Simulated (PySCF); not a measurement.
C2H7Al.
Bonds: C1–C2, C2–Al3. Hydrogens: H4, H5, H6 on C1; H7, H8 on C2; H9, H10 on Al3.

The calculation used PBE0-D3(BJ)/def2-SVP geometry optimisation, gas phase (PySCF 2.14.0).

(1) How far are the bound atoms from Al3?

(2) List the angles at Al3.

(3) What is the shape at Al3?

(4) What are the other bond lengths?

(5) Give some angles away from the centre.

(6) What are the rotational constants (commonest isotopes, rigid rotor)?

Answers

(1) 3 atoms: H10 1.595 Å, H9 1.596 Å, C2 1.965 Å. The nearest atom not counted as bound is H8, at 2.52 Å (others tie with it).

(2) 
```tsv
angle	degrees	distance of the outer atoms (Å)
C2–Al3–H9	121.3	3.11
C2–Al3–H10	119.4	3.08
H9–Al3–H10	119.4	2.75
```

(3) Planar: angles 121.3°, 119.4° and 119.4°, sum 360.0°, 0.00 Å off the plane of its three neighbours.

(4) C1–C2 1.528 Å; C1–H4, C1–H5, C1–H6 1.102 Å; C2–H7, C2–H8 1.108 Å.

(5) C1–C2–Al3 117.6°.

(6) A = 26661, B = 4684, C = 4189 MHz: a near-prolate asymmetric top.

Point group: Cs (tolerance 0.08 Å). Charge 0, singlet. Not checked by PBE0-D3(BJ)/def2-SVP frequencies.

Hardware: one thread, Arm Neoverse V1 (aarch64) (shared host). Cost: 9.9 s of wall time, 0.34 GiB resident at most. That covers the optimisation of the geometry.

One conformer stands for the species.
